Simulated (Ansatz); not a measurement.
**SO2 (sulfur dioxide): r2SCAN/def2-TZVPP**

What is the energy change on altering one bond length of SO2 (sulfur dioxide) at r2SCAN/def2-TZVPP? 

Program for the calculation: Ansatz 0.2.0.

41 further runs of the same task are left out: 1 that didn't finish, 40 set aside as unsound or not needed.

## 1. The structure to begin with

The species is SO2 (3 atoms), meant as a singlet with charge 0. SMILES: `O=S=O`. The shape is that of a PBE0-D4/def2-TZVP optimisation.

Bond lengths: O1–S2 1.431 Å, S2–O3 1.431 Å. Angles: O1–S2–O3 118.9°.

## 2. A single-point energy at r2SCAN/def2-TZVPP

File in.yaml:

```yaml
crystal:
  periodic: [false, false, false]
  atoms:
    - {symbol: O, position_ang: [-0.974420, 0.645900, -0.459510]}
    - {symbol: S, position_ang: [0.269520, 0.357380, 0.186790]}
    - {symbol: O, position_ang: [0.704900, -1.003280, 0.272720]}
basis:
  gaussian:
    orbitals: def2-TZVPP
hamiltonian:
  xc: r2scan
accuracy: high
output: {orbitals: {seedname: orbitals}}
```

Launch:

```console
ansatz run in.yaml --threads 1 --pin off --max-ram 3480MiB --events-out events.jsonl --progress --plain --runs-dir runs
```

Output:

```text
Warning: RAYON_NUM_THREADS=1 ignored (pool sized by the plan → 1); use --threads N
Functional definition: r2SCAN
  name "r2SCAN"
  parameter k0 = 0.174
  parameter k1 = 0.065
  parameter a1 = 4.9479
  exchange = r2scan_x(k0 = k0, k1 = k1, a1 = a1)
  correlation = r2scan_c
1620 factors; integrals over basis functions are off by at most 3.2e-9 eV
mean field evaluation 1: about -14919.9247 eV, gradient 7.3e1 eV
mean field evaluation 2: about -14880.8124 eV, gradient 1.6e2 eV
mean field evaluation 4: about -14928.5543 eV, gradient 4.0e0 eV
mean field evaluation 8: about -14928.5768 eV, gradient 1.5e-1 eV
mean field evaluation 16: about -14928.5768 eV, gradient 1.1e-5 eV
mean field -14928.57683261 eV, -548.6150796456 hartree, gradient 9.3e-8 eV, S^2 0.000000; 0 other end points of the search recorded, 0 dependent functions left out
reference -14928.57683302 eV, -548.6150796608 hartree; 16, 16 occupied and 88, 88 virtual orbitals, 1620 factors
Total energy: -14928.57683302 eV, -548.6150796608 hartree
```

Run time: 7.2 s. Hardware: 1 thread of Arm Neoverse V1, shared host; peak memory 0.23 GiB.

## 3. The distorted shape at the same level

in.yaml, as its differences from that of step 2:

```diff
@@ -3,3 +3,3 @@
   atoms:
-    - {symbol: O, position_ang: [-0.974420, 0.645900, -0.459510]}
+    - {symbol: O, position_ang: [-2.467113, 0.992116, -1.235052]}
     - {symbol: S, position_ang: [0.269520, 0.357380, 0.186790]}
```

Launch:

```console
ansatz run in.yaml --threads 1 --pin off --max-ram 3480MiB --events-out events.jsonl --progress --plain --runs-dir runs
```

Output (excerpt; [...] marks lines left out):

```text
Warning: RAYON_NUM_THREADS=1 ignored (pool sized by the plan → 1); use --threads N
[... 2 set-up lines as earlier in the session ...]
[...]
1449 factors; integrals over basis functions are off by at most 6.9e-9 eV
[...]
mean field -14920.44608386 eV, -548.3162801404 hartree, gradient 9.9e-9 eV, S^2 0.000000; 8 other end points of the search recorded, 0 dependent functions left out
reference -14920.44608432 eV, -548.3162801573 hartree; 16, 16 occupied and 88, 88 virtual orbitals, 1449 factors
Total energy: -14920.44608432 eV, -548.3162801573 hartree
```

Wall time 38 s (1 thread of Arm Neoverse V1, shared host); peak memory 0.22 GiB.

## 4. Results

Level: r2SCAN/def2-TZVPP.

```
                                                         quantity          value
                                        first shape: total energy  -548.61508 Eh
                                         first shape: HOMO energy       -8.25 eV
                                         first shape: LUMO energy       -4.25 eV
                                       first shape: HOMO–LUMO gap        4.01 eV
                                    distorted shape: total energy  -548.31628 Eh
energy change with the O1–S2 bond stretched from 1.431 to 3.149 Å       8.131 eV
```

One bond (distorted shape) is far stretched, which a spin-restricted single reference describes badly; a broken-symmetry solution may lie lower. With the O1–S2 bond stretched from 1.431 to 3.149 Å the energy rises by 8.13 eV (187 kcal/mol). The first shape isn't relaxed at this level, so the change isn't measured from a minimum. A restricted reference can't describe the breaking bond well at this length.
